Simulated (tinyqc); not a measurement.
Inside a calculation (part 1 of 2). Method: UHF in the sto-6g basis, for NH, spin multiplicity 3. This run ends on a higher stationary point, not on the lowest solution. Computed by tinyqc, a small Python program that keeps every step (integrals from PySCF). Settings: charge = 0, multiplicity = 3, basis = sto-6g, energy threshold = 1e-09, iteration cap = 89, orthogonalisation = canonical, start = core, DIIS depth = 3, method = UHF. Command: `OMP_NUM_THREADS=1 python tinyqc.py 25636 25637 out.jsonl` (the two numbers bound the seeds that draw the settings). One thread of a shared host (Intel(R) Xeon(R) Processor @ 2.60GHz), about 0.2 s of CPU time with the checks. Later iterations appear only in the table of the cycle.

## One-electron integrals

Geometry (angstrom):
```
atom         x         y         z
N     0.000000  0.000000  0.000000
H     0.000000  0.000000  1.634000
```

Basis sto-6g: exponents (1/bohr^2) and contraction coefficients of normalised primitives:
```
element  l (shell)     exponent  coefficient
N            s (1)  1027.828458     0.009164
N            s (1)   188.451223     0.049361
N            s (1)    52.721861     0.168538
N            s (1)    18.111382     0.370563
N            s (1)     7.033180     0.416492
N            s (1)     2.896652     0.130334
N            s (2)    39.198808    -0.013253
N            s (2)     7.758467    -0.046992
N            s (2)     2.411326    -0.033785
N            s (2)     0.927724     0.250242
N            s (2)     0.402911     0.595117
N            s (2)     0.184684     0.240706
N            p (3)    39.198808     0.003760
N            p (3)     7.758467     0.037679
N            p (3)     2.411326     0.173897
N            p (3)     0.927724     0.418036
N            p (3)     0.402911     0.425860
N            p (3)     0.184684     0.101708
H            s (1)    35.523221     0.009164
H            s (1)     6.513144     0.049361
H            s (1)     1.822143     0.168538
H            s (1)     0.625955     0.370563
H            s (1)     0.243077     0.416492
H            s (1)     0.100112     0.130334
```

Overlap, kinetic and nuclear-attraction integrals over the contracted functions; the nuclear repulsion is the sum of Za Zb / Rab.

nuclear repulsion = 2.26697704 hartree

overlap S, lower triangle:
```
           1N 1s     1N 2s    1N 2px    1N 2py    1N 2pz     2H 1s
1N 1s   1.000000
1N 2s   0.229416  1.000000
1N 2px  0.000000  0.000000  1.000000
1N 2py  0.000000  0.000000  0.000000  1.000000
1N 2pz  0.000000  0.000000  0.000000  0.000000  1.000000
2H 1s   0.014370  0.197999  0.000000  0.000000  0.211791  1.000000
```

kinetic energy T (hartree), lower triangle:
```
            1N 1s      1N 2s    1N 2px    1N 2py    1N 2pz     2H 1s
1N 1s   22.236411
1N 2s   -0.678745   0.632900
1N 2px   0.000000   0.000000  1.901294
1N 2py   0.000000   0.000000  0.000000  1.901294
1N 2pz   0.000000   0.000000  0.000000  0.000000  1.901294
2H 1s   -0.004950  -0.006637  0.000000  0.000000  0.032885  0.768522
```

nuclear attraction V (hartree), lower triangle:
```
             1N 1s      1N 2s     1N 2px     1N 2py     1N 2pz      2H 1s
1N 1s   -46.997332
1N 2s    -4.721353  -7.148885
1N 2px    0.000000   0.000000  -7.135422
1N 2py    0.000000   0.000000   0.000000  -7.135422
1N 2pz   -0.006431  -0.077234   0.000000   0.000000  -7.174908
2H 1s    -0.335814  -0.981122   0.000000   0.000000  -0.939580  -3.501372
```

core Hamiltonian H = T + V (hartree), lower triangle:
```
             1N 1s      1N 2s     1N 2px     1N 2py     1N 2pz      2H 1s
1N 1s   -24.760921
1N 2s    -5.400098  -6.515985
1N 2px    0.000000   0.000000  -5.234128
1N 2py    0.000000   0.000000   0.000000  -5.234128
1N 2pz   -0.006431  -0.077234   0.000000   0.000000  -5.273614
2H 1s    -0.340764  -0.987759   0.000000   0.000000  -0.906695  -2.732850
```

## Two-electron integrals

Functions are numbered as in S; the eight-fold symmetry (ij|kl) = (ji|kl) = (kl|ij) leaves the list below.

Two-electron integrals (ij|kl) in chemists' order, unique and non-zero (hartree):
```
(11|11) 4.168742   (21|11) 0.583648   (21|21) 0.104114   (22|11) 0.968487
(22|21) 0.214450   (22|22) 0.708398   (31|31) 0.022075   (32|31) 0.033611
(32|32) 0.156576   (33|11) 0.968488   (33|21) 0.214450   (33|22) 0.708398
(33|33) 0.763241   (41|41) 0.022075   (42|41) 0.033611   (42|42) 0.156576
(43|43) 0.041133   (44|11) 0.968488   (44|21) 0.214450   (44|22) 0.708398
(44|33) 0.680975   (44|44) 0.763241   (51|51) 0.022075   (52|51) 0.033611
(52|52) 0.156576   (53|53) 0.041133   (54|54) 0.041133   (55|11) 0.968488
(55|21) 0.214450   (55|22) 0.708398   (55|33) 0.680975   (55|44) 0.680975
(55|55) 0.763241   (61|11) 0.038641   (61|21) 0.006624   (61|22) 0.013406
(61|33) 0.013371   (61|44) 0.013371   (61|51) 0.000372   (61|52) 0.000740
(61|55) 0.013475   (61|61) 0.000431   (62|11) 0.122900   (62|21) 0.027730
(62|22) 0.105110   (62|33) 0.102855   (62|44) 0.102855   (62|51) 0.002465
(62|52) 0.020071   (62|55) 0.109620   (62|61) 0.001798   (62|62) 0.022862
(63|31) 0.002589   (63|32) 0.015666   (63|53) 0.003771   (63|63) 0.002526
(64|41) 0.002589   (64|42) 0.015666   (64|54) 0.003771   (64|64) 0.002526
(65|11) 0.111598   (65|21) 0.025464   (65|22) 0.102179   (65|33) 0.097779
(65|44) 0.097779   (65|51) 0.004428   (65|52) 0.032860   (65|55) 0.110980
(65|61) 0.001706   (65|62) 0.026540   (65|65) 0.032780   (66|11) 0.323074
(66|21) 0.074086   (66|22) 0.320367   (66|33) 0.309210   (66|44) 0.309210
(66|51) 0.006291   (66|52) 0.072610   (66|55) 0.342680   (66|61) 0.004811
(66|62) 0.099954   (66|65) 0.128459   (66|66) 0.774999
```

## Orthogonalisation

S = U s U^T; canonical form X = U s^(-1/2), so that X^T S X = 1. Each column of U has its largest component positive (the first on a tie).

eigenvalues of S: 0.665491  0.850659  1.000000  1.000000  1.135765  1.348085

X:
```
                1          2          3         4          5         6
1N 1s   -0.485184   0.642543   0.000000  0.000000  -0.524949  0.364547
1N 2s    0.751784  -0.390067   0.000000  0.000000  -0.334394  0.522083
1N 2px   0.000000   0.000000  -0.108347  0.994113   0.000000  0.000000
1N 2py   0.000000   0.000000   0.994113  0.108347   0.000000  0.000000
1N 2pz   0.448219   0.638583   0.000000  0.000000   0.591158  0.301447
2H 1s   -0.707932  -0.450286   0.000000  0.000000   0.378953  0.495437
```

Within a degenerate level the vectors are fixed only up to a rotation; this is one choice.

## Starting guess

The start is the orbitals of the core Hamiltonian; D(s) = C_occ C_occ^T for each spin.

D(alpha) at the start, lower triangle:
```
            1N 1s      1N 2s    1N 2px    1N 2py     1N 2pz     2H 1s
1N 1s    1.056448
1N 2s   -0.247121   1.081274
1N 2px   0.000000   0.000000  1.000000
1N 2py   0.000000   0.000000  0.000000  1.000000
1N 2pz  -0.005347   0.028506  0.000000  0.000000   1.031244
2H 1s    0.018364  -0.076052  0.000000  0.000000  -0.092927  0.013372
```

D(beta) at the start, lower triangle:
```
            1N 1s      1N 2s    1N 2px    1N 2py     1N 2pz     2H 1s
1N 1s    1.056448
1N 2s   -0.247121   1.081274
1N 2px   0.000000   0.000000  0.000000
1N 2py   0.000000   0.000000  0.000000  0.000000
1N 2pz  -0.005347   0.028506  0.000000  0.000000   1.031244
2H 1s    0.018364  -0.076052  0.000000  0.000000  -0.092927  0.013372
```

## Iteration 1: building the Fock matrix

J_ij = sum D_kl (ij|kl) with D = D(alpha) + D(beta), K_ij = sum D_kl (ik|jl) for each spin; F = H + J - K(s); E = tr D H + tr D J / 2 - 0.5 sum_s tr D(s) K(s) + E_nn.

Coulomb J (hartree), lower triangle:
```
            1N 1s     1N 2s    1N 2px    1N 2py    1N 2pz     2H 1s
1N 1s   14.192668
1N 2s    2.449800  6.183729
1N 2px   0.000000  0.000000  6.156614
1N 2py   0.000000  0.000000  0.000000  6.156614
1N 2pz   0.001160  0.000811  0.000000  0.000000  6.237959
2H 1s    0.157678  0.879589  0.000000  0.000000  0.842999  2.578460
```

exchange K(alpha) (hartree), lower triangle:
```
           1N 1s     1N 2s    1N 2px    1N 2py    1N 2pz     2H 1s
1N 1s   4.295432
1N 2s   0.684271  1.226199
1N 2px  0.000000  0.000000  1.019847
1N 2py  0.000000  0.000000  0.000000  1.019847
1N 2pz  0.000197  0.001661  0.000000  0.000000  1.020341
2H 1s   0.048230  0.146461  0.000000  0.000000  0.106693  0.036101
```

exchange K(beta) (hartree), lower triangle:
```
           1N 1s     1N 2s    1N 2px    1N 2py    1N 2pz     2H 1s
1N 1s   4.251283
1N 2s   0.617048  0.913048
1N 2px  0.000000  0.000000  0.215473
1N 2py  0.000000  0.000000  0.000000  0.215473
1N 2pz  0.000197  0.001661  0.000000  0.000000  0.938075
2H 1s   0.043053  0.115129  0.000000  0.000000  0.099151  0.031048
```

F(alpha) (hartree), lower triangle:
```
             1N 1s      1N 2s     1N 2px     1N 2py     1N 2pz      2H 1s
1N 1s   -14.863686
1N 2s    -3.634569  -1.558455
1N 2px    0.000000   0.000000  -0.097361
1N 2py    0.000000   0.000000   0.000000  -0.097361
1N 2pz   -0.005468  -0.078084   0.000000   0.000000  -0.055996
2H 1s    -0.231317  -0.254630   0.000000   0.000000  -0.170389  -0.190491
```

F(beta) (hartree), lower triangle:
```
             1N 1s      1N 2s    1N 2px    1N 2py     1N 2pz      2H 1s
1N 1s   -14.819536
1N 2s    -3.567347  -1.245304
1N 2px    0.000000   0.000000  0.707013
1N 2py    0.000000   0.000000  0.000000  0.707013
1N 2pz   -0.005468  -0.078084  0.000000  0.000000   0.026270
2H 1s    -0.226139  -0.223299  0.000000  0.000000  -0.162847  -0.185439
```

total energy of this density = -54.15153148 hartree

## Iteration 1: diagonalisation and new density

Diagonalise F' = X^T F X, C = X C', fill 5 alpha and 3 beta electrons from the bottom; D(s) = C_occ C_occ^T. Each column has its largest component positive (the first on a tie).

F' = X^T F X (alpha) (hartree), lower triangle:
```
           1          2          3          4          5          6
1  -1.665023
2   2.728753  -4.436512
3   0.000000   0.000000  -0.097361
4   0.000000   0.000000   0.000000  -0.097361
5  -2.667017   4.785194   0.000000   0.000000  -5.478733
6   2.078135  -3.811518   0.000000   0.000000   4.444057  -4.127378
```

orbital energies (alpha) (hartree): MO1 -14.867511, MO2 -0.722973, MO3 -0.200847, MO4 -0.097361, MO5 -0.097361, MO6 0.083685

coefficients C (alpha):
```
              MO1        MO2        MO3        MO4       MO5        MO6
1N 1s    0.995955  -0.244352   0.069471   0.000000  0.000000  -0.016418
1N 2s    0.017177   0.988984  -0.333303   0.000000  0.000000   0.110664
1N 2px   0.000000   0.000000   0.000000  -0.688303  0.725423   0.000000
1N 2py   0.000000   0.000000   0.000000   0.725423  0.688303   0.000000
1N 2pz   0.000886   0.116612   0.497957   0.000000  0.000000   0.887393
2H 1s   -0.002128   0.109456   0.764756   0.000000  0.000000  -0.704380
```

F' = X^T F X (beta) (hartree), lower triangle:
```
           1          2         3         4          5          6
1  -1.542202
2   2.685401  -4.366090
3   0.000000   0.000000  0.707013
4   0.000000   0.000000  0.000000  0.707013
5  -2.714237   4.843051  0.000000  0.000000  -5.385097
6   2.201549  -3.848508  0.000000  0.000000   4.373375  -3.981520
```

orbital energies (beta) (hartree): MO1 -14.821628, MO2 -0.454220, MO3 -0.143777, MO4 0.144716, MO5 0.707013, MO6 0.707013

coefficients C (beta):
```
              MO1        MO2        MO3        MO4        MO5       MO6
1N 1s    0.997062  -0.218181   0.121726  -0.013286   0.000000  0.000000
1N 2s    0.012589   0.885296  -0.556095   0.092592   0.000000  0.000000
1N 2px   0.000000   0.000000   0.000000   0.000000   0.778039  0.628216
1N 2py   0.000000   0.000000   0.000000   0.000000  -0.628216  0.778039
1N 2pz   0.000752   0.183912   0.363705   0.939639   0.000000  0.000000
2H 1s   -0.001589   0.306598   0.790077  -0.612177   0.000000  0.000000
```

D(alpha) after iteration 1, lower triangle:
```
            1N 1s      1N 2s    1N 2px    1N 2py    1N 2pz     2H 1s
1N 1s    1.056460
1N 2s   -0.247708   1.089475
1N 2px   0.000000   0.000000  1.000000
1N 2py   0.000000   0.000000  0.000000  1.000000
1N 2pz   0.006981  -0.050628  0.000000  0.000000  0.261560
2H 1s    0.024263  -0.146681  0.000000  0.000000  0.393577  0.596837
```

D(beta) after iteration 1, lower triangle:
```
            1N 1s      1N 2s    1N 2px    1N 2py    1N 2pz     2H 1s
1N 1s    1.056554
1N 2s   -0.248294   1.093148
1N 2px   0.000000   0.000000  0.000000
1N 2py   0.000000   0.000000  0.000000  0.000000
1N 2pz   0.004896  -0.039428  0.000000  0.000000  0.166105
2H 1s    0.027695  -0.167948  0.000000  0.000000  0.343741  0.718227
```

Within a degenerate level the vectors are fixed only up to a rotation; this is one choice.

## Iteration 2: building the Fock matrix

As before.

Coulomb J (hartree), lower triangle:
```
            1N 1s     1N 2s    1N 2px    1N 2py    1N 2pz     2H 1s
1N 1s   13.210744
1N 2s    2.236871  5.606841
1N 2px   0.000000  0.000000  5.602792
1N 2py   0.000000  0.000000  0.000000  5.602792
1N 2pz   0.007761  0.103987  0.000000  0.000000  5.614943
2H 1s    0.144474  0.867013  0.000000  0.000000  0.871521  3.206656
```

exchange K(alpha) (hartree), lower triangle:
```
           1N 1s     1N 2s    1N 2px    1N 2py    1N 2pz     2H 1s
1N 1s   4.278799
1N 2s   0.660005  1.129593
1N 2px  0.000000  0.000000  0.992394
1N 2py  0.000000  0.000000  0.000000  0.992394
1N 2pz  0.001294  0.012603  0.000000  0.000000  0.556652
2H 1s   0.047390  0.195418  0.000000  0.000000  0.261040  0.570011
```

exchange K(beta) (hartree), lower triangle:
```
           1N 1s     1N 2s    1N 2px    1N 2py    1N 2pz     2H 1s
1N 1s   4.232626
1N 2s   0.589416  0.800350
1N 2px  0.000000  0.000000  0.183913
1N 2py  0.000000  0.000000  0.000000  0.183913
1N 2pz  0.001148  0.015389  0.000000  0.000000  0.393619
2H 1s   0.041580  0.162780  0.000000  0.000000  0.239336  0.639553
```

F(alpha) (hartree), lower triangle:
```
             1N 1s      1N 2s     1N 2px     1N 2py     1N 2pz      2H 1s
1N 1s   -15.828976
1N 2s    -3.823233  -2.038736
1N 2px    0.000000   0.000000  -0.623730
1N 2py    0.000000   0.000000   0.000000  -0.623730
1N 2pz    0.000036   0.014151   0.000000   0.000000  -0.215323
2H 1s    -0.243681  -0.316163   0.000000   0.000000  -0.296214  -0.096204
```

F(beta) (hartree), lower triangle:
```
             1N 1s      1N 2s    1N 2px    1N 2py     1N 2pz      2H 1s
1N 1s   -15.782804
1N 2s    -3.752643  -1.709493
1N 2px    0.000000   0.000000  0.184750
1N 2py    0.000000   0.000000  0.000000  0.184750
1N 2pz    0.000182   0.011364  0.000000  0.000000  -0.052290
2H 1s    -0.237871  -0.283526  0.000000  0.000000  -0.274509  -0.165747
```

total energy of this density = -54.59317318 hartree

## Iteration 2: DIIS over 2 matrices

error matrix X^T (FDS - SDF) X (alpha):
```
          1          2         3         4          5          6
1  0.000000  -0.094671  0.000000  0.000000  -0.124724  -0.034186
2  0.094671   0.000000  0.000000  0.000000  -0.096502  -0.042496
3  0.000000   0.000000  0.000000  0.000000   0.000000   0.000000
4  0.000000   0.000000  0.000000  0.000000   0.000000   0.000000
5  0.124724   0.096502  0.000000  0.000000   0.000000  -0.021139
6  0.034186   0.042496  0.000000  0.000000   0.021139   0.000000
```

B (overlaps of the stored error matrices):
```
                1               2
1   1.3505297e-01  -6.6437616e-02
2  -6.6437616e-02   1.1565466e-01
```

Minimise |sum c_i e_i|^2 with sum c_i = 1: solve [B -1; -1 0][c; lambda] = [0; -1] with B_ij = tr e_i^T e_j summed over both spins, and take F = sum c_i F_i.

DIIS coefficients: 0.474714  0.525286

extrapolated F(alpha) (hartree), lower triangle:
```
             1N 1s      1N 2s     1N 2px     1N 2py     1N 2pz      2H 1s
1N 1s   -15.370739
1N 2s    -3.733672  -1.810740
1N 2px    0.000000   0.000000  -0.373855
1N 2py    0.000000   0.000000   0.000000  -0.373855
1N 2pz   -0.002577  -0.029634   0.000000   0.000000  -0.139688
2H 1s    -0.237811  -0.286953   0.000000   0.000000  -0.236483  -0.140964
```

extrapolated F(beta) (hartree), lower triangle:
```
             1N 1s      1N 2s    1N 2px    1N 2py     1N 2pz      2H 1s
1N 1s   -15.325527
1N 2s    -3.664680  -1.489136
1N 2px    0.000000   0.000000  0.432676
1N 2py    0.000000   0.000000  0.000000  0.432676
1N 2pz   -0.002500  -0.031098  0.000000  0.000000  -0.014996
2H 1s    -0.232302  -0.254935  0.000000  0.000000  -0.221502  -0.175095
```

## Iteration 2: diagonalisation and new density

As before.

F' = X^T F X (alpha) (hartree), lower triangle:
```
           1          2          3          4          5          6
1  -1.743385
2   2.947511  -4.650000
3   0.000000   0.000000  -0.373855
4   0.000000   0.000000   0.000000  -0.373855
5  -2.734055   4.861277   0.000000   0.000000  -5.743388
6   2.063002  -3.912630   0.000000   0.000000   4.601840  -4.319623
```

orbital energies (alpha) (hartree): MO1 -15.373935, MO2 -0.957395, MO3 -0.373855, MO4 -0.373855, MO5 -0.284108, MO6 0.159042

coefficients C (alpha):
```
              MO1        MO2        MO3       MO4        MO5        MO6
1N 1s    0.996348  -0.247934   0.000000  0.000000   0.038131   0.033108
1N 2s    0.015552   1.013441   0.000000  0.000000  -0.195396  -0.190363
1N 2px   0.000000   0.000000   0.798781  0.601621   0.000000   0.000000
1N 2py   0.000000   0.000000  -0.601621  0.798781   0.000000   0.000000
1N 2pz   0.000560   0.038190   0.000000  0.000000   0.690595  -0.755411
2H 1s   -0.001821   0.054426   0.000000  0.000000   0.597962   0.855842
```

F' = X^T F X (beta) (hartree), lower triangle:
```
           1          2         3         4          5          6
1  -1.634185
2   2.896756  -4.572821
3   0.000000   0.000000  0.432676
4   0.000000   0.000000  0.000000  0.432676
5  -2.763687   4.943197  0.000000  0.000000  -5.635135
6   2.208285  -3.933025  0.000000  0.000000   4.531693  -4.174156
```

orbital energies (beta) (hartree): MO1 -15.327142, MO2 -0.660604, MO3 -0.230038, MO4 0.201488, MO5 0.432676, MO6 0.432676

coefficients C (beta):
```
              MO1        MO2        MO3        MO4       MO5        MO6
1N 1s    0.997450  -0.237084   0.067204  -0.033152  0.000000   0.000000
1N 2s    0.010959   0.979930  -0.327532   0.184559  0.000000   0.000000
1N 2px   0.000000   0.000000   0.000000   0.000000  0.993344  -0.115190
1N 2py   0.000000   0.000000   0.000000   0.000000  0.115190   0.993344
1N 2pz   0.000443   0.065591   0.540006   0.867824  0.000000   0.000000
2H 1s   -0.001305   0.152771   0.730061  -0.732570  0.000000   0.000000
```

D(alpha) after iteration 2, lower triangle:
```
            1N 1s      1N 2s    1N 2px    1N 2py    1N 2pz     2H 1s
1N 1s    1.055634
1N 2s   -0.243222   1.065484
1N 2px   0.000000   0.000000  1.000000
1N 2py   0.000000   0.000000  0.000000  1.000000
1N 2pz   0.017422  -0.096227  0.000000  0.000000  0.478381
2H 1s    0.007493  -0.061710  0.000000  0.000000  0.415027  0.360523
```

D(beta) after iteration 2, lower triangle:
```
            1N 1s      1N 2s    1N 2px    1N 2py    1N 2pz     2H 1s
1N 1s    1.055631
1N 2s   -0.243406   1.067659
1N 2px   0.000000   0.000000  0.000000
1N 2py   0.000000   0.000000  0.000000  0.000000
1N 2pz   0.021182  -0.112590  0.000000  0.000000  0.295909
2H 1s    0.011542  -0.089428  0.000000  0.000000  0.404257  0.556329
```

Within a degenerate level the vectors are fixed only up to a rotation; this is one choice.
